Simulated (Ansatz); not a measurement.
# CH3BS: ionisation energy by level of theory

An exercise on one series of results from a longer session: the logs are not shown, and one member is left open.

The runs use Ansatz 0.2.0, Gaussian basis; unrestricted cation, the program's frozen cores in correlated methods.

Levels to be run: UKS PBE-D4/def2-TZVPP; UKS r2SCAN-D4/def2-TZVPP; UKS PBE0-D4/def2-TZVPP; UKS B3LYP-D4/def2-TZVPP; UKS wB97X-V/def2-TZVPP; UKS wB97M-V/def2-TZVPP; UKS B2PLYP/def2-TZVPP; UHF-CCSD(T)/def2-TZVPP; UHF-MP2/def2-QZVPP; extrapolation to the limit; then −ε(HOMO) from the neutral's earlier runs with LDA (SPW92), PBE-D4, revPBE-D4, BLYP-D4, r2SCAN-D4, B97M-V, PBE0-D4, B3LYP-D4, r2SCANh-D4, r2SCAN0-D4, HSE06-D4, BHLYP-D4, CAM-B3LYP-D4, LC-ωPBE, ωB97X-V, ωB97M-V.

**Structure used throughout**

All runs share one geometry, relaxed beforehand with PBE0-D4 in a triple-zeta def2 set.

SMILES `BC=S`, 6 atoms, charge 0, spin multiplicity 1.

Atoms are counted from 1 here; the program's logs count them from 0.

Bond lengths: B1–C2 1.526 Å, B1–H4 1.196 Å, B1–H5 1.196 Å, C2–S3 1.620 Å, C2–H6 1.086 Å. Angles: C2–B1–H4 119.1°, C2–B1–H5 119.1°, H4–B1–H5 121.3°, B1–C2–S3 87.3°, B1–C2–H6 145.8°, S3–C2–H6 126.9°.

Set-up of the first run:

in.yaml

```yaml
crystal:
  periodic: [false, false, false]
  atoms:
    - {symbol: B, position_ang: [-0.561139, -0.255700, -0.375595]}
    - {symbol: C, position_ang: [0.645909, 0.481689, 0.195995]}
    - {symbol: S, position_ang: [0.695897, -0.654578, 1.349766]}
    - {symbol: H, position_ang: [-0.393089, -1.058683, -1.246131]}
    - {symbol: H, position_ang: [-1.660003, 0.093196, -0.056791]}
    - {symbol: H, position_ang: [1.314523, 1.329975, 0.086558]}
basis:
  gaussian: {orbitals: def2-TZVPP}
total_charge: 1
magnetization: {spin_polarized: true, initial_magnetization: 1}
hamiltonian: {xc: pbe, dispersion: d4}
```

Run with:

```console
$ ansatz run in.yaml --threads 2 --pin off --events-out ev --progress --plain --max-ram 4352MiB
```

Among the steps run: Cation, UKS PBE-D4/def2-TZVPP; Cation, UKS r2SCAN-D4/def2-TZVPP; Cation, UKS PBE0-D4/def2-TZVPP; Cation, UKS B3LYP-D4/def2-TZVPP; Cation, UKS wB97X-V/def2-TZVPP; Cation, UKS wB97M-V/def2-TZVPP; Cation, UKS B2PLYP (frozen core)/def2-TZVPP; Cation, UHF-CCSD(T)/def2-TZVPP; Cation, UHF-MP2/def2-QZVPP.

One table of the session follows, with a row left open; its other results are not shown here.

Orbital estimates, from the neutral's runs:

```
  functional  −ε(HOMO) (eV)
 LDA (SPW92)           6.63
      PBE-D4           6.50
   revPBE-D4              ?
     BLYP-D4           6.33
   r2SCAN-D4           6.69
      B97M-V           6.75
     PBE0-D4           7.63
    B3LYP-D4           7.39
  r2SCANh-D4           7.11
  r2SCAN0-D4           7.75
    HSE06-D4           7.23
    BHLYP-D4           8.59
CAM-B3LYP-D4           8.89
     LC-ωPBE          10.24
     ωB97X-V           9.88
     ωB97M-V           9.74
```

**Question.** Estimate the row for revPBE-D4.

The run gave: −ε(HOMO) (eV): 6.45. In the column «−ε(HOMO) (eV)» it lies between BLYP-D4 (6.33) and PBE-D4 (6.50).
